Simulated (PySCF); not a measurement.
Molecule: `Cc1ccsc1`, C5H6S.

Geometry:
| atom | x (Å) | y (Å) | z (Å) |
| --- | --- | --- | --- |
| C1 | -1.723 | -0.172 | -0.151 |
| C2 | -0.260 | 0.111 | -0.012 |
| C3 | 0.755 | -0.898 | -0.006 |
| C4 | 2.017 | -0.390 | 0.133 |
| S5 | 1.998 | 1.322 | 0.259 |
| C6 | 0.285 | 1.364 | 0.126 |
| H7 | -2.315 | 0.753 | -0.126 |
| H8 | -1.940 | -0.686 | -1.101 |
| H9 | -2.082 | -0.825 | 0.660 |
| H10 | 0.546 | -1.965 | -0.103 |
| H11 | 2.961 | -0.932 | 0.167 |
| H12 | -0.243 | 2.317 | 0.154 |

Geometry PBE0-D3(BJ)/def2-SVP throughout; GIAO in PySCF 2.14, gas phase, one conformer, non-relativistic; equivalent atoms averaged; functional PBE0.

For orientation, pcSseg-1 gives these absolute shieldings σ: C4 50.8, C6 55.9, C2 42.5, C3 51.1, C1 167.0, S5 284.8, H11 24.18, H10 24.29, H7/H8/H9 28.90 ppm.

A run gave: C4 71.5, C6 75.1, C2 64.8, C3 73.0, C1 177.2, S5 348.8, H11 25.11, H10 25.12, H7/H8/H9 29.75 ppm (absolute shieldings σ).

Q: Which basis set was used in that run?
A. pcSseg-0
B. 6-31G
C. 6-311+G(2d,p)
D. 6-31G*

A: D. S5 tells them apart best: 6-31G* gives 348.8, 6-31G gives 374.2, 6-311+G(2d,p) gives 269.5, pcSseg-0 gives 329.5 ppm.
